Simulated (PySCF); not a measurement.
**N2H3 (hydrazinyl radical): UMP2/STO-3G**

Aim: the energy change on altering one bond length of N2H3 (hydrazinyl radical) at UMP2/STO-3G, from 2 runs. 

The results are computed with PySCF 2.14.0.

8 further runs of the same task are left out: 8 set aside as unsound or not needed.

## (1) The molecule

The species is N2H3 (5 atoms), meant as a doublet with charge 0. As SMILES, `[NH]N`. The coordinates come from a GFN2-xTB relaxation. This is one conformer, not always the lowest.

Bond lengths: N1–N2 1.335 Å, N1–H3 1.020 Å, N2–H4 1.011 Å, N2–H5 1.017 Å. Angles: N1–N2–H4 112.8°, N1–N2–H5 121.7°, N2–N1–H3 109.8°, H4–N2–H5 116.1°.

## (2) A single-point energy at UMP2/STO-3G

mol.xyz reads:

```xyz
5
H3N2
N     -0.174970    -0.805480     0.447260
N     -0.126270     0.251970    -0.365880
H      0.751750    -0.989150     0.831090
H     -1.043070     0.577800    -0.638700
H      0.592550     0.964850    -0.273770
```

job.py reads:

```python
# hydrazinyl radical
from pyscf import gto, mp

system = gto.M(
    atom='mol.xyz',
    basis='sto-3g',
    spin=1,
    max_memory=1860,
    verbose=3,
)

mf = system.UHF()
mf.conv_tol = 1e-10
mf.kernel()
if not mf.converged:
    mf = mf.newton().run(mf.mo_coeff, mf.mo_occ)

pt = mp.MP2(mf, frozen=2).run()
e_tot = pt.e_tot
print('Final energy', e_tot)
```

Command:

```sh
OMP_NUM_THREADS=1 python job.py
```

Log:

```text
converged SCF energy = -109.14228376851  <S^2> = 0.75526581  2S+1 = 2.0052589
E(UMP2) = -109.218599528132  E_corr = -0.076315759622429
E(SCS-UMP2) = -109.225307322894  E_corr = -0.0830235543839624
Final energy -109.21859952813246
```

It took 0.6 s on 1 thread of Arm Neoverse V2, shared host; peak memory 0.12 GiB.

## (3) The distorted shape, same level

run.py reads:

```python
from pyscf import gto, scf, mp

system = gto.M(
    atom='''
N     -0.680916    -1.452716     0.700125
N     -0.588886     0.545575    -0.836487
H      1.420602    -1.869223     1.570532
H     -2.321387     1.161305    -1.352042
H      0.769487     1.892723    -0.662425
''',
    unit='bohr',
    spin=1,
    max_memory=1860,
    verbose=4,
    basis='sto-3g',
)

mf = scf.UHF(system)
mf.conv_tol = 1e-10
mf.kernel()
if not mf.converged:
    mf = mf.newton().run(mf.mo_coeff, mf.mo_occ)

pt = mp.MP2(mf, frozen=2).run()
e_tot = pt.e_tot
print(f'total energy: {e_tot:.8f} hartree')
```

Command:

```sh
OMP_NUM_THREADS=1 python run.py
```

Log:

```text
PySCF version 2.14.0

[INPUT] num. atoms = 5
[INPUT] num. electrons = 17
[INPUT] charge = 0
[INPUT] spin (= nelec alpha-beta = 2S) = 1
[INPUT] symmetry False subgroup None
[INPUT] Mole.unit = bohr
[INPUT] Symbol           X                Y                Z      unit          X                Y                Z       unit  Magmom
[INPUT]  1 N     -0.360325229751  -0.768744201139   0.370490194795 AA   -0.680916000000  -1.452716000000   0.700125000000 Bohr   0.0
[INPUT]  2 N     -0.311625051030   0.288705856848  -0.442649857631 AA   -0.588886000000   0.545575000000  -0.836487000000 Bohr   0.0
[INPUT]  3 H      0.751750204187  -0.989150213728   0.831089743421 AA    1.420602000000  -1.869223000000   1.570532000000 Bohr   0.0
[INPUT]  4 H     -1.228425098126   0.614536140927  -0.715469814607 AA   -2.321387000000   1.161305000000  -1.352042000000 Bohr   0.0
[INPUT]  5 H      0.407194984499   1.001585878184  -0.350540213944 AA    0.769487000000   1.892723000000  -0.662425000000 Bohr   0.0

nuclear repulsion = 35.9292613285591
number of shells = 9
number of NR pGTOs = 39
number of NR cGTOs = 13
basis = sto-3g
ecp = {}

******** <class 'pyscf.scf.uhf.UHF'> ********
method = UHF
initial guess = minao
damping factor = 0
level_shift factor = 0
DIIS = <class 'pyscf.scf.diis.CDIIS'>
diis_start_cycle = 1
diis_space = 8
diis_damp = 0
SCF conv_tol = 1e-10
SCF conv_tol_grad = None
SCF max_cycles = 50
direct_scf = True
direct_scf_tol = 1e-13
number electrons alpha = 9  beta = 8
Set gradient conv threshold to 1e-05
init E= -109.087097800283
[... the frontier-level lines of each cycle are left out ...]

cycle= 1 E= -109.074748145008  delta_E= 0.0123  |g|= 0.203  |ddm|= 2.01
cycle= 2 E= -109.111698877438  delta_E= -0.037  |g|= 0.0856  |ddm|= 0.348
cycle= 3 E= -109.117927585319  delta_E= -0.00623  |g|= 0.0386  |ddm|= 0.113
cycle= 4 E= -109.121830533642  delta_E= -0.0039  |g|= 0.0213  |ddm|= 0.112
cycle= 5 E= -109.123249990763  delta_E= -0.00142  |g|= 0.00675  |ddm|= 0.0992
cycle= 6 E= -109.12336367202  delta_E= -0.000114  |g|= 0.00422  |ddm|= 0.0218
cycle= 7 E= -109.123440532398  delta_E= -7.69e-05  |g|= 0.00248  |ddm|= 0.0309
cycle= 8 E= -109.123455582683  delta_E= -1.51e-05  |g|= 0.00104  |ddm|= 0.0128
cycle= 9 E= -109.123458566838  delta_E= -2.98e-06  |g|= 0.000482  |ddm|= 0.00698
cycle= 10 E= -109.123459043814  delta_E= -4.77e-07  |g|= 0.000138  |ddm|= 0.00242
cycle= 11 E= -109.123459087994  delta_E= -4.42e-08  |g|= 4.5e-05  |ddm|= 0.000646
cycle= 12 E= -109.123459096484  delta_E= -8.49e-09  |g|= 1.87e-05  |ddm|= 0.000278
cycle= 13 E= -109.12345909787  delta_E= -1.39e-09  |g|= 9.11e-06  |ddm|= 9.92e-05
cycle= 14 E= -109.123459098256  delta_E= -3.86e-10  |g|= 2.6e-06  |ddm|= 6.49e-05
cycle= 15 E= -109.123459098279  delta_E= -2.32e-11  |g|= 7.1e-07  |ddm|= 1.62e-05
Extra cycle  E= -109.12345909828  delta_E= -6.25e-13  |g|= 4.04e-07  |ddm|= 1.63e-06
converged SCF energy = -109.12345909828  <S^2> = 0.76404964  2S+1 = 2.0140006

******** <class 'pyscf.mp.ump2.UMP2'> ********
nocc = (np.int64(7), np.int64(6)), nmo = (11, 11)
frozen orbitals 2
E(UMP2) = -109.206712452825  E_corr = -0.0832533545451616
E(SCS-UMP2) = -109.214345619611  E_corr = -0.0908865213310774
E_corr(same-spin) = -0.0104048124497498
E_corr(oppo-spin) = -0.0728485420954118
total energy: -109.20671245 hartree
```

It took 0.6 s on 1 thread of Arm Neoverse V2, shared host; peak memory 0.11 GiB.

## (4) Results

At UMP2/STO-3G, 2 core orbitals frozen:

| quantity | value |
| --- | --- |
| first shape: total energy | -109.21860 Eh |
| first shape: dipole moment (Hartree–Fock density) | 2.12 D |
| first shape: HOMO energy (Hartree–Fock orbitals) (highest over α and β) | -7.50 eV |
| first shape: LUMO energy (Hartree–Fock orbitals) (lowest over α and β) | 9.61 eV |
| first shape: correlation energy (2 core orbitals frozen) | -76.3 mEh |
| first shape: ⟨S²⟩ of the reference determinant | 0.755 |
| distorted shape: total energy | -109.20671 Eh |
| distorted shape: dipole moment (Hartree–Fock density) | 2.08 D |
| distorted shape: HOMO energy (Hartree–Fock orbitals) (highest over α and β) | -7.47 eV |
| distorted shape: LUMO energy (Hartree–Fock orbitals) (lowest over α and β) | 9.73 eV |
| distorted shape: correlation energy (2 core orbitals frozen) | -83.3 mEh |
| distorted shape: ⟨S²⟩ of the reference determinant | 0.764 |
| energy change with the N1–H3 bond stretched from 1.020 to 1.224 Å | 0.323 eV |

What this shows: With the N1–H3 bond stretched from 1.020 to 1.224 Å the energy rises by 0.32 eV (31.2 kJ/mol). The first shape isn't relaxed at this level, so the change isn't measured from a minimum. The minimal basis adds a large error of its own.
